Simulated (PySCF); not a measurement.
Method used: delta-SCF UKS SCAN, pcX-2 on the ionised atom, pcseg-1 elsewhere, spin-free X2C in PySCF. Geometries: GFN2-xTB; isolated species, one conformer each. Values against the vacuum level.

Question: Rank by computed C 1s binding energy, lowest first.
A. Carbon in `C[Si](Cl)(Cl)Cl`
B. C4 in `[CH2:1]=[CH:2][C@@H:3]1[CH2:4][C:5]1=[CH2:6]`
C. C2 in `[CH2-:1][C:2]#[N:3]`
D. C1 in `[CH2:1]=[CH:2]/[CH:3]=[CH:4]/[CH:5]=[CH2:6]`
E. C3 in `[CH3:1]/[CH:2]=[C:3]1[CH:4]=[C:5]\1[CH3:6]`

Answer: C (284.99 eV), D (289.52 eV), E (290.28 eV), B (290.61 eV), A (290.98 eV).

The highest is bonded to 3 H and Si, the lowest to N (triple bond) and C in a species of charge -1; the range is 5.99 eV.

The basis sets have no added diffuse functions, a weakness for anions.
